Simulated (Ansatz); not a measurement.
A run of Ansatz (development build ahead of 0.2.0) on singlet CO at this shape:

```xyz
2

C     0.0151   -0.0359   -0.6133
O     0.0184   -0.0262    0.4451
```

Its results:

- Converged: yes
- Total energy: -112.65226 hartree
- Spin squared of the determinant: 0.000

Question: Which input gives this output? Name the method, the orbitals and the basis set, and write the input.

Answer: RHF in 6-31G. An unrestricted run that stays on the closed shell gives the same numbers.

```yaml
crystal:
  periodic: [false, false, false]
  atoms:
    - { symbol: C, position_ang: [0.01507, -0.03592, -0.61327] }
    - { symbol: O, position_ang: [0.01837, -0.02625, 0.44508] }
basis:
  gaussian: { orbitals: "6-31G" }
hamiltonian:
  xc: hf
```
